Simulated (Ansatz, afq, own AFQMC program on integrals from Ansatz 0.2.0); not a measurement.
## RuH, octet: AFQMC among the cluster methods

```yaml
atoms:
  - { symbol: Ru, position_ang: [0.0000, 0.0000, 0.0000] }
  - { symbol: H, position_ang: [0.0000, 0.0000, 1.7532] }
```

Basis def2-TZVP with its core potentials. Only valence electrons are correlated. Ansatz 0.2.0 and our own AFQMC program on the same integrals; the CISD trial comes from CCSD amplitudes, and released means the phaseless constraint is let go. Uncertainties: one standard error, sampling alone. No spin–orbit coupling. The metal's outer-core s and p shells are frozen, which shifts wave-function levels against functionals.

Determinant: UHF, the one that the program's search chose, which needn't be the lowest solution. The geometry is a PBE0/def2-TZVP stationary point of this or a neighbouring charge and spin state.

No full CI on the walks' own integrals is used here; CCSDT(Q) serves as the reference and is uncertain by about the last step of the cluster series.

Cautions: no spin-orbit coupling; outer-core shells of the metal frozen; another spin lies lower (by 3.94 eV).

The T1 diagnostic is 0.0169, the weight of the determinant in the CISD state is 0.940 and the ⟨S²⟩ of the determinant is 15.756. The size of the correlated space is 9 electrons in 42 orbitals.

Reference: CCSDT(Q), correlation energy -3.670 eV. The released energy is read at 4.20 1/Eh (meV from the phaseless value at times in 1/Eh: -18 ± 4 at 0.60, -18 ± 5 at 1.20, -15 ± 6 at 2.00, -16 ± 9 at 3.00, -13 ± 9 at 4.20).

```tsv
level	E − E(reference) (kcal/mol)	share of correlation (%)
HF	84.63	0.00
MP2	10.20	87.95
CCSD	1.64	98.06
CCSD(T)	0.29	99.65
CCSDT	0.09	99.90
ph-AFQMC/HF	2.41 ± 0.74	97.15
ph-AFQMC/CISD	0.36 ± 0.11	99.58
released AFQMC	0.05 ± 0.21	99.94
```

A walk keeps the symmetry of its determinant, which the program's search chose and which needn't be the lowest solution, so a lower state of the same spin and another symmetry isn't excluded. Released energies are given only where the last usable release times agree within the noise; a slower fall can still hide under it.
